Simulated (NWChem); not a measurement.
# acetone (C₃H₆O); SMILES CC(C)=O

Computed with NWChem. The geometry was optimised at PBE0/def2-SVP. Level: PBE0/def2-SVP with SMD (1 M gas to 1 M solution), gas-phase geometry.

Predict the results for solvent n-hexane. Quantities: solvation free energy (kcal/mol); cavity-dispersion-structure term (kcal/mol); dipole in solution (D).


| Quantity | Value |
|---|---|
| solvation free energy (kcal/mol) | -3.8 |
| cavity-dispersion-structure term (kcal/mol) | -2.0 |
| dipole in solution (D) | 3.16 |
